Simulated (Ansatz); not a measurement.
# Where CCSD(T) holds and where it slips

Each species is computed at the geometry given (Å), with frozen cores, in Ansatz 0.2.0: RHF-CCSD(T) for singlets, UHF-CCSD(T) otherwise, and full CI in the same basis. The program picks the determinant by trial CCSD, so it needn't be the lowest Hartree–Fock solution. States: BH2⁻ A1, AsH4⁺ A1, CF Π. Cases whose determinant has another symmetry than full CI's state, or whose (Q) step broke down, weren't drawn. No relativity is included.

Question: Judging by size, spin and bonding and the diagnostics given, rank them by the size of CCSD(T)'s error in total energy against full CI in the same basis, smallest first (an estimate).
A. BH2⁻, singlet, 6-31++G**: B 0.000 -0.123 0.000; H 0.000 0.662 -0.969; H 0.000 0.662 0.969. T1 0.013, (T) -90 meV in a correlation energy of -3.29 eV
B. AsH$_{4}$⁺, singlet, 6-31G: As 0.000 0.000 0.000; H 1.126 1.130 1.128; H -1.131 -1.125 1.128; H -1.125 1.126 -1.133; H 1.130 -1.131 -1.123. T1 0.013, (T) -94 meV in a correlation energy of -3.84 eV
C. CF, quartet, 6-31G: C 0.000 0.000 0.000; F 0.000 0.000 2.824. T1 0.005, (T) -23 meV in a correlation energy of -3.36 eV

Answer: C (10.0 meV), A (24.0 meV), B (47.5 meV).

| species | basis | correlated electrons | CCSD(T) − full CI (meV) | CCSDT(Q) − full CI (meV) | unpaired electrons (full CI) | T1 | ⟨S²⟩ of the determinant |
| --- | --- | --- | --- | --- | --- | --- | --- |
| CF, quartet | 6-31G | 11 | 10.0 | -0.3 | 3.04 | 0.005 | 3.75 |
| BH2⁻, singlet | 6-31++G** | 6 | 24.0 | 0.7 | 0.11 | 0.013 | 0.00 |
| AsH4⁺, singlet | 6-31G | 8 | 47.5 | 2.9 | 0.25 | 0.013 | 0.00 |

Unpaired electrons are Σ n²(2−n)² over natural occupations; an open shell counts its own unpaired electrons too. Frozen cores follow each run's orbitals, which moves totals by a few meV.
